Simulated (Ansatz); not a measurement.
Two shapes of singlet C4H6.

Shape 1:

```xyz
10

C     0.0000    0.0000    0.0000
C     0.0000    0.0000    1.4600
C     0.0000    0.0000    2.6700
C     0.0000    0.0000    4.1300
H     0.0000   -1.0275   -0.3639
H    -0.8898    0.5137   -0.3639
H     0.8898    0.5137   -0.3639
H     0.0000   -1.0275    4.4939
H     0.8898    0.5137    4.4939
H    -0.8898    0.5137    4.4939
```

Shape 2:

```xyz
10

C     0.0000    0.0000   -2.0611
C     0.0000    0.0000   -0.6061
C     0.0000    0.0000    0.6061
C     0.0000    0.0000    2.0611
H     0.0000   -1.0264   -2.4612
H    -0.8889    0.5132   -2.4612
H     0.8889    0.5132   -2.4612
H     0.0000   -1.0264    2.4612
H     0.8889    0.5132    2.4612
H    -0.8889    0.5132    2.4612
```

Basis set: cc-pVDZ (spherical functions). Left uncorrelated: 4 orbitals. Charge 0, multiplicity 1.

Computed with Ansatz (development build ahead of 0.2.0); each method stands on the lowest determinant of its kind that the runs found.

(1) Which shape is lower in energy, and by how much in each method?

Answers

(1)

```tsv
method	E(2) − E(1) (eV)
RHF	0.008
RHF-MP2	-0.034
```

The methods disagree on the order.
